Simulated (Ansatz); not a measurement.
C3H5NO can be A, `COC=C=N`, or B, `C=CC(N)=O`.

Calculated with Ansatz (gas phase, PBE0-D4/def2-TZVP geometries, no zero-point term in ΔE). CCSD(T)/CBS adds triple-zeta CCSD(T) − MP2 to the extrapolated MP2 energy (def2 sets, frozen cores). Functionals use def2-TZVPP. Each species was taken in one conformer, which may not be the lowest.

(1) Which isomer does CCSD(T)/CBS put lower? Give the gap. (An estimate is asked.)

(2) Give E(B) − E(A) in kJ/mol with ωB97M-V, PBE0-D4, PBE-D4, B2PLYP, MP2/def2-TZVPP, HF/def2-TZVPP, BLYP-D4. (An estimate is asked.)

(3) Does the order hold for the free energy at 298.15 K (harmonic terms from PBE0-D4)? (An estimate is asked.)

Largest T1 diagnostic: 0.015.

Results:

(1) Computed: B, by 219.4 kJ/mol.

(2) The calculation gave: ωB97M-V -216.6, PBE0-D4 -216.9, PBE-D4 -208.6, B2PLYP -215.1, MP2/def2-TZVPP -223.8, HF/def2-TZVPP -225.3, BLYP-D4 -204.1. None reverses the order clearly.

(3) Computed: Yes: G(B) − G(A) = -214.4 kJ/mol, for one conformer each.

The D4 term adds −3.1 kJ/mol with B3LYP and −1.4 kJ/mol with PBE0; it sums over pairs of atoms, weighted by their polarisabilities, and B3LYP, whose exchange is more repulsive, gets the larger term. From BLYP to BHLYP (50 % exact exchange), in def2-TZVPP and without D4, E(B) − E(A) moves by −19.0 kJ/mol.

B3LYP here is the variant with VWN-RPA as its local correlation; programs differ in this.
